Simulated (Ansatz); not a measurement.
The input, for Ansatz 0.2.0:

```yaml
crystal:
  periodic: [false, false, false]
  atoms:
    - {symbol: H, position_ang: [-1.870560, 0.000000, 0.000000]}
    - {symbol: H, position_ang: [-1.059560, 0.000000, 0.000000]}
    - {symbol: C, position_ang: [0.196440, 0.000000, 0.000000]}
    - {symbol: H, position_ang: [0.196440, -1.080023, 0.000000]}
    - {symbol: H, position_ang: [0.196440, 0.540011, 0.935327]}
    - {symbol: H, position_ang: [0.196440, 0.540012, -0.935327]}
basis:
  gaussian: {orbitals: cc-pVDZ}
magnetization: {spin_polarized: false, initial_magnetization: 1}
correlation: {method: mp2, electrons: all}
scf: {lower_state_search: full}
```

```sh
$ ansatz run in.yaml --threads 1 --pin off --events-out ev --progress --plain --max-ram 2393MiB
```

The program prints:

```
343 factors; integrals over basis functions are off by at most 1.1e-3 eV
mean field evaluation 1: about -1104.6245 eV, gradient 1.6e1 eV
mean field evaluation 2: about -1104.6246 eV, gradient 1.6e1 eV
mean field evaluation 4: about -1105.4340 eV, gradient 1.9e0 eV
mean field evaluation 8: about -1105.4498 eV, gradient 2.6e-3 eV
mean field evaluation 16: about -1104.2265 eV, gradient 1.7e1 eV
mean field evaluation 32: about -1105.4494 eV, gradient 1.3e-1 eV
mean field -1105.44979984 eV, -40.6245308432 hartree, gradient 1.6e-6 eV, S^2 0.750000; 3 other end points of the search recorded, 0 dependent functions left out
reference -1105.44979984 eV, -40.6245308432 hartree; 6, 5 occupied and 33, 34 virtual orbitals, 343 factors
second order -4.87556788 eV of doubles, -0.13275989 eV of singles
Total energy: -1110.45812760 eV, -40.8085834939 hartree
```

Ran on 1 thread of Arm Neoverse V1, shared host: 0.27 s wall, 0.07 GiB peak host memory.
